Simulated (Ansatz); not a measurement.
What a trial cell of Sn₃W relaxes into

These are results of DFT PBE, scalar-relativistic, plane waves, PAW (Ansatz), not measurements. Cutoff 420 eV, Γ-centred k mesh, Gaussian smearing, no spin polarisation in the final step.

The start puts Sn₃W on the Cu3Au (L1_2) structure type (Pm-3m, No. 221), with W in place of Au, Sn in place of Cu, at a guessed volume.

```
Sn W
1.0
     4.49898    0.00000    0.00000
     0.00000    4.49898    0.00000
     0.00000    0.00000    4.49898
Sn W
3 1
Direct
  0.00000 0.50000 0.50000
  0.50000 0.00000 0.50000
  0.50000 0.50000 0.00000
  0.00000 0.00000 0.00000
```

Steps on the 10×10×10 mesh (4 atoms). 3 of 5 steps are shown, and the free energy counts from the last. Trial steps that were taken back and renewals of the plane-wave basis can be among the rows.

| step | ΔF (meV/atom) | V (Å³/atom) | P (GPa) |
| --- | --- | --- | --- |
| 1 | 2.5 | 22.77 | -1.70 |
| 3 | -0.1 | 22.32 | -0.07 |
| 5 | 0.0 | 22.30 | 0.00 |

A final relaxation ran on a 10×10×10 mesh. The relaxed crystal, Pm-3m (No. 221):

Space group Pm-3m (No. 221). a = 4.468 Å, b = 4.468 Å, c = 4.468 Å, α = 90.00°, β = 90.00°, γ = 90.00°
```json
{"atom": "Sn", "site": "3c", "symmetry": "4/mm.m", "x": "0.0000", "y": "0.5000", "z": "0.5000"}
{"atom": "W", "site": "1a", "symmetry": "m-3m", "x": "0.0000", "y": "0.0000", "z": "0.0000"}
```

```
Volume per atom          : 22.30 Å³
Density                  : 10.05 g/cm³
Energy over the elements : 0.88 eV/atom
Gap on the 10×10×10 mesh : 0 eV (a metal)
```

The zero of energy is the elements' standard structures at the same level; no fitted shifts are applied.

The final run used a 10×10×10 mesh on its 4-atom cell and 0.10 eV smearing. The k mesh leaves about 4 meV/atom of noise in metals. Spin–orbit coupling is left out.

A structure relaxed within its symmetry needn't be a true minimum.

Cost: 2 runs of about 0.85 core-minutes in all, on Arm Neoverse V2 (shared hosts).